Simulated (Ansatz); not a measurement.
System: fcc Pt. Method: LDA (plane waves, PAW; Ansatz, a quantum-chemistry and plane-wave program).

Settings: plane-wave cutoff 520 eV, 18×18×18 k mesh, Fermi–Dirac smearing 0.1 eV, perturbation theory, force constants from a 6×6×6 q mesh, scalar-relativistic PAW data made under PBE.

Quasi-harmonic lattice constant against temperature at zero pressure (zero-point motion included); the last value is withheld.

```
T (K)  lattice constant (Å)
-----  --------------------
300                  3.9038
400                  3.9073
500                  3.9110
600                  3.9148
700                  3.9187
800                       ?
```

Question: Fit a straight line to the rows shown and predict the value at 800 K, and give the mean linear expansion coefficient over the rows shown.

Answer: Means: 500 K and 3.91112 Å. Σ(T − T̄)(y − ȳ) = 3.7300 and Σ(T − T̄)² = 100000, so the slope is 3.73e-05 Å/K. Divided by the mean, α = 9.5 × 10⁻⁶/K. At 800 K: 3.91112 + (3.73e-05) × 300 = 3.9223 Å. The run gives 3.9228 Å.

At 300 K the run's own coefficient is 8.8 × 10⁻⁶/K.

Anharmonicity beyond the change of volume is left out, and so is the electrons' share.
